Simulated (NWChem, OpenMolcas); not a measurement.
How basis sets differ on BH3F− (SMILES [BH3-]F)

The species is BH3F− (5 atoms), meant as a singlet with charge -1. SMILES: `[BH3-]F`. The coordinates come from a GFN2-xTB relaxation.

Each level gives the HOMO–LUMO gap (eV). The values are calculated.

```json
{"level": "PBE0/STO-3G", "kind": "global hybrid", "program": "OpenMolcas", "value (eV)": "15.85"}
{"level": "PBE0/3-21G", "kind": "global hybrid", "program": "NWChem", "value (eV)": "11.03"}
{"level": "PBE0/def2-SVP", "kind": "global hybrid", "program": "NWChem", "value (eV)": "10.11"}
{"level": "PBE0/pcseg-1", "kind": "global hybrid", "program": "NWChem", "value (eV)": "9.39"}
```

Where it was recorded, the anion's HOMO is positive in PBE0/STO-3G: a fault of the level (basis or self-interaction), which says nothing on whether the real anion is bound. Sets without diffuse functions describe the anion poorly. The values span 9.39 to 15.85 eV. Orbital gaps aren't excitation energies.
